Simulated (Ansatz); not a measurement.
Compare A (`Oc1ccco1`) with its isomer B (`C=C1OCC1=O`).

Gas-phase electronic energies from Ansatz, PBE0-D4/def2-TZVP geometries. CCSD(T)/CBS adds triple-zeta CCSD(T) − MP2 to the extrapolated MP2 energy (def2 sets, frozen cores). DFT in def2-TZVPP. Each species was taken in one conformer, which may not be the lowest.

Problem. Which is lower in electronic energy at CCSD(T)/CBS, and by how much? (Estimate.)

Solution. The calculation gave: A, by 101.0 kJ/mol.

Problem. Give E(B) − E(A) in kJ/mol with CCSD/def2-TZVPP, CCSD(T)/def2-TZVPP, LDA (SPW92), HF/def2-TZVPP, PBE-D4, r2SCAN-D4, BLYP-D4. (An estimate is asked.)

Solution. Computed: CCSD/def2-TZVPP 94.0, CCSD(T)/def2-TZVPP 94.7, LDA (SPW92) 126.1, HF/def2-TZVPP 84.1, PBE-D4 91.1, r2SCAN-D4 98.8, BLYP-D4 78.0. None reverses the order clearly.

Problem. Does the order hold for the free energy at 298.15 K (harmonic terms from PBE0-D4)? (Estimate.)

Solution. Computed: Yes: G(B) − G(A) = +93.7 kJ/mol, for one conformer each.

Largest T1 diagnostic: 0.015.

From BLYP to BHLYP (50 % exact exchange), in def2-TZVPP and without D4, E(B) − E(A) moves by +23.4 kJ/mol. In def2-TZVPP, CCSD(T) changes the Hartree–Fock value by +10.6 kJ/mol (the triples alone add +0.6 kJ/mol) and MP2 by +29.2 kJ/mol.
